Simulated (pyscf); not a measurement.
A first-order saddle from PySCF, ωB97X-D3(BJ)/def2-SVP:

```xyz
8

Si    -1.0177    -0.6151    -0.0825
F      0.1660     0.5844     0.6331
H     -0.1453    -1.8078     0.0340
H     -1.9562    -0.8132    -1.2260
H     -1.9101    -0.4156     1.0933
Si     0.3058     1.5393    -1.0043
H      0.1079     0.0531    -1.5200
H     -1.2245     1.6981    -0.8838
```

Surface: singlet, charge 0. Lowest wavenumbers (cm⁻¹): 242i, 144, 302, 458, 552.

What reaction is this the transition state of?

`[F][SiH3]` + `[SiH2]` [singlet] ⇌ `[SiH4]` + `[F][SiH]` [singlet], a four-centre exchange read from left to right: F–Si, H–Si broken and H–Si, F–Si formed. At CCSD(T)/def2-TZVPP + ΔMP2(QZVPP) it lies +20.2 kJ/mol from the left side and +55.2 kJ/mol from the right (each side as separated species at their lowest minima found). On the reactant side the descent ends in an adduct with a F–Si contact, 41.3 kJ/mol under the separated species and 37.8 kJ/mol under the saddle at ωB97X-D3(BJ)/def2-TZVP. On the product side the descent ends in a complex, 32.4 kJ/mol under the separated species and 67.5 kJ/mol under the saddle at ωB97X-D3(BJ)/def2-TZVP. What is counted as formed (F–Si) is already present as a longer contact in the reactant adduct; forming that adduct is a step of its own. At the saddle there is also a short Si–Si contact that neither side keeps. At ωB97X-D3(BJ) the barrier from the zero used here is -3.5 kJ/mol. One saddle was located; it need not be the lowest between these sides. The CCSD(T) − MP2 part came from Ansatz, without density fitting, on the same reference.
